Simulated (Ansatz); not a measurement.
# CH4NO− (SMILES [NH-]CO): one structure at several levels

The task here is to estimate one member of a computed series from the others.

Method: single points in def2-TZVPPD; program: Ansatz 0.2.0, Gaussian basis.

3 further runs of the same task are left out: 3 that didn't finish.

### Where the work starts

7 atoms, charge -1, spin multiplicity 1.

Atoms are counted from 1 here; the program's logs count them from 0.

Bond lengths: N1–C2 1.341 Å, N1–H4 1.041 Å, C2–H5 1.115 Å, C2–H6 1.133 Å, O3–H7 0.968 Å. Angles: C2–N1–H4 106.2°, N1–C2–H5 114.2°, N1–C2–H6 106.6°, H5–C2–H6 111.9°.

Coordinates:

```xyz
7
charge -1, multiplicity 1
N    -0.92012   -0.53688   -0.55260
C    -0.08484    0.26639    0.12192
O     1.42781   -0.30935    0.55962
H    -0.41563   -0.81778   -1.41905
H     0.25599    1.15877   -0.45412
H    -0.61760    0.55886    1.07795
H     1.24416   -1.24482    0.72609
```

The first run:

run/in.yaml reads:

```yaml
crystal:
  periodic: [false, false, false]
  atoms:
    - {symbol: N, position_ang: [-0.920125, -0.536876, -0.552601]}
    - {symbol: C, position_ang: [-0.084841, 0.266393, 0.121922]}
    - {symbol: O, position_ang: [1.427807, -0.309352, 0.559622]}
    - {symbol: H, position_ang: [-0.415628, -0.817775, -1.419054]}
    - {symbol: H, position_ang: [0.255987, 1.158772, -0.454116]}
    - {symbol: H, position_ang: [-0.617604, 0.558857, 1.077950]}
    - {symbol: H, position_ang: [1.244161, -1.244815, 0.726093]}
basis:
  gaussian: {orbitals: "def2-TZVPPD.json"}
total_charge: -1
hamiltonian: {xc: pbe, dispersion: d4}
output: {forces: true}
```

The basis file named in the input lies beside it (Basis Set Exchange, JSON).

Launch:

```sh
$ ansatz run in.yaml --threads 2 --pin off --events-out ev --progress --plain --max-ram 3481MiB
```

Steps of the session up to this table: PBE-D4/def2-TZVPPD; r2SCAN-D4/def2-TZVPPD; PBE0-D4/def2-TZVPPD; wB97M-V/def2-TZVPPD.

One table of the session follows, with a row left open; its other results are not shown here.

| method | RMS force component (eV/Å) |
| --- | --- |
| PBE-D4 | 0.564 |
| r2SCAN-D4 | 0.590 |
| PBE0-D4 | 0.620 |
| wB97M-V | ? |

**Question.** Estimate the row for wB97M-V.

**Answer.** RMS force component (eV/Å): 0.668. In the column «RMS force component (eV/Å)» it is the highest.

Limits of these values: The anion's highest level is positive in at least one run, so there the basis alone may hold the extra electron.
